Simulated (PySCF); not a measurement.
Gas-phase reaction: 4 SiH3 + C4H10 (n-butane) → 4 CH3SiH2 + 2 H

Energies from PySCF, thermal terms from the rigid-rotor harmonic-oscillator model, ideal gas at 1 bar. S°(298 K) at PBE0/def2-TZVP differs from the NASA 1993 table for C4H10 (n-butane) (-9 J/mol/K); whether the harmonic model or the table's entry is off was not settled. † marks an energy on the PBE0/def2-TZVP geometry and frequencies; other levels use their own. MP2 freezes the core. Open shells (unrestricted): SiH3 (multiplicity 2), CH3SiH2 (multiplicity 2), H (multiplicity 2); the rest are closed-shell singlets. CH3SiH2: computed as isolated molecules; such fragments, hydroxides, amides, oligomers or adducts are transient or little studied in the gas. MP2 isn't extrapolated to the basis-set limit; its ΔH°(298 K) is 342.8 kJ in def2-SVP and 319.6 kJ in def2-TZVPP. The harmonic model lacks anharmonicity and excited electronic states, which grow with temperature; levels with a mode under 35 cm⁻¹ are left out. Internal rotation in C4H10 (n-butane), CH3SiH2 is treated as a harmonic vibration of one conformer, which makes the entropy rough.

```tsv
level	ΔE electronic, kJ	ΔH°(298 K), kJ	ΔS°(298 K), J/K	ΔG°(2500 K), kJ
BLYP/def2-TZVP†	369	345	133	-80
MP2/def2-SVP†	367	343	133	-82
PBE/def2-SVP	361	338	134	-89
r2SCAN/def2-TZVP†	350	325	133	-100
LDA/def2-TZVP†	382	358	133	-67
```
ΔH° is lowest at r2SCAN/def2-TZVP† and highest at LDA/def2-TZVP†. No reference value is set beside these.
